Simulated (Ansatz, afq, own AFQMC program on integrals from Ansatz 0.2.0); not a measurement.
Integrals from Ansatz 0.2.0, then the random walk in our own AFQMC program (afq).

```yaml
crystal:
  periodic: [false, false, false]
  atoms:
    - {symbol: Al, position_ang: [-0.080977, 0.036685, -0.131007]}
    - {symbol: H, position_ang: [0.427612, 0.038340, 1.987533]}
    - {symbol: H, position_ang: [-0.338176, 0.027632, 1.958150]}
    - {symbol: H, position_ang: [0.712191, 1.419848, -0.187036]}
    - {symbol: H, position_ang: [1.366048, -2.467826, -0.251711]}
basis:
  gaussian: {orbitals: 6-31G}
magnetization: {spin_polarized: false, initial_magnetization: 1}
correlation: {method: ccsd_t, electrons: outside_noble_gas, hamiltonian_folder: ham}
```

```sh
$ ansatz run in.yaml --threads 1 --pin off --events-out ev --progress --plain --max-ram 16896MiB --backend cuda --devices 0, --max-vram 18GiB
```

afq runs on the folder ham with

```
--method phaseless --trial hf --walkers 4000 --populations 20 --least-time 40 --time-step 0.005 --steps-per-block 20 --equilibration-blocks 160 --max-blocks 4000 --target-error 0.0016 --factor-cut 1e-05 --start spin_pure --seed 2785 --taylor-order 6
```

Times are imaginary, in 1/Eh. The walk had a cap of 49 s. With eight or more populations the least sampling time is a fifth of least-time, and the error comes from their spread.

Output of the walk:

```
orbitals 16  electrons 4 3  factors 98 of 266
reference energy -243.99627297 Eh
CCSD correlation -0.10509304 Eh in 17 cycles, weight of the determinant in the CISD state 0.7668
energy of the start -243.996273 Eh
 block  time / (1/Eh)  mean weight  energy / Eh
     1     0.100  1.0003  -244.006921
     2     0.200  1.0004  -244.015120
     3     0.300  1.0002  -244.022723
     4     0.400  1.0004  -244.029177
     5     0.500  1.0003  -244.034778
     8     0.800  1.0002  -244.048001
    13     1.300  1.0001  -244.061735
    25     2.500  0.9999  -244.075963
    31     3.100  1.0000  -244.081245
    49     4.900  0.9999  -244.087476
    67     6.700  0.9999  -244.087457
    85     8.500  0.9999  -244.089251
   103    10.300  0.9998  -244.092998
   121    12.100  1.0003  -244.091182
   139    13.900  1.0000  -244.089219
   157    15.700  1.0001  -244.090197
   175    17.500  0.9999  -244.093522
   193    19.300  1.0000  -244.090592
   199    19.900  1.0000  -244.096645
   211    21.100  1.0001  -244.095416
   229    22.900  0.9999  -244.090811
   235    23.500  0.9999  -244.093556
error from the spread of 20 populations
energy -244.092939 +/- 0.000982 Eh
(rows thinned)
```

The run passed its tests (sampling time, drift between the halves within three errors, error under three times the target), which doesn't prove that it has relaxed.

Against this walk (error 26.7 meV) on the same determinant: CCSD(T) 299.9 meV lower, CCSDT(Q) 320.9 meV lower, CCSDTQ 321.5 meV lower, full CI 321.5 meV lower, a separate phaseless walk with a CISD trial and standard settings 292.1 ± 26.9 meV lower. The error is statistical and leaves out the bias of the constraint. Full CI is exact here, so the walk's 322 meV above it is the walk's own error: the bias of the constraint with this trial. It lies above even CCSD, by 229 meV. The determinant is a poor start (see the cautions), so the low cluster orders aren't to be relied on, and full CI is the sure value.

Cautions: constraint bias not in the error; a spin-contaminated unrestricted determinant lies lower (UHF 992 meV lower, ⟨S²⟩ 1.09); the search met a lower determinant of the same kind, perhaps of another symmetry (734 meV lower); strong correlation (T1 0.091, weight of the determinant 0.77, largest double 0.22).

The walk took 20 s on 1 × NVIDIA H100 80GB HBM3 with 2 threads of AMD EPYC 7R13 Processor (Zen 3) (shared host) (the card was shared). The log's last line is the phaseless energy.

CCSDT and higher add their correlation energy to the determinant of the CCSD(T) run, since their own runs factorise the integrals more tightly (a shift of under 2 meV).
